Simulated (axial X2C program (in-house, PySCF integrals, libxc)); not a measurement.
# A two-component session on SiC: properties at the nuclei

Aim: properties at the nuclei of SiC, with spin–orbit coupling in the Hamiltonian from the start.

Computed with an in-house X2C program for linear molecules on PySCF integrals. Level: two-component X2C with atomic mean-field terms, Si dyall-v3z, C dyall-v3z.

All values are calculated.

### 1 Set-up

The input, task.json:

```json
{"zs": [14, 6], "q": 0, "bas": ["dyall-v3z", "dyall-v3z"], "r0": 1.74, "levels": ["PBE0", "HF", "LDA", "B3LYP", "PBE"], "nst": 3}
```

Keys: zs atomic numbers; q charge; bas basis sets; r0 starting distance in Å; levels methods (HF also brings MP2); nst determinants followed.

Run with:

```sh
> python soeom.py task.json out
```

Further steps of the session: Expectation values, lowest determinant; Expectation values, a higher determinant; Expectation values, a higher determinant.

Q: Predict the outcome of this session. Wanted: lowest determinant; Eeff magnitude; Ws magnitude Si; A∥/gI Si; qzz Si; higher determinant (for each run or level that gives them).

**Answer**, as computed:

| quantity | value |
| --- | --- |
| lowest determinant | Ω = 2 (excess of +ω over −ω: ω = 1/2, ω = 3/2) |
| Eeff magnitude (GV/cm), PBE0 | 0.00376 |
| Ws magnitude Si (kHz), PBE0 | 0.00206 |
| A∥/gI Si (MHz), PBE0 | 55.1 |
| qzz Si (a.u.), PBE0 | -0.98 |
| higher determinant | Ω = 1 (excess of +ω over −ω: ω = -1/2, ω = 3/2) |
| Eeff magnitude (GV/cm), PBE0, higher determinant | 0.00156 |
| Ws magnitude Si (kHz), PBE0, higher determinant | 0.00096 |
| A∥/gI Si (MHz), PBE0, higher determinant | -47.4 |
| qzz Si (a.u.), PBE0, higher determinant | -2.41 |
| higher determinant | Ω = 1 (excess of +ω over −ω: 2 × ω = 1/2) |
| Eeff magnitude (GV/cm), PBE0, higher determinant | 0.016 |
| Ws magnitude Si (kHz), PBE0, higher determinant | 0.0114 |
| A∥/gI Si (MHz), PBE0, higher determinant | 107 |
| qzz Si (a.u.), PBE0, higher determinant | -0.85 |

What this shows: In the first state, the effective field runs from 0.00352 to 0.0169 GV/cm over the mean-field levels, so the levels don't agree on it. The expectation values come from single determinants, which for open shells can mix terms of unlike spin or miss the lowest Ω, so a determinant need not be a state. Eeff is the effective electric field on the electron dipole moment in this Ω state and Ws the scalar–pseudoscalar constant (defined with the proton number Z and per Ω); A∥ is the parallel hyperfine constant, which follows by multiplying with the nuclear g factor gI = μI/(I μN); qzz is the electric field gradient, eQq0 = 234.96 MHz × Q/barn × qzz; μ is positive if C is the positive end. The operators were transformed with the bare-nucleus X2C matrices.
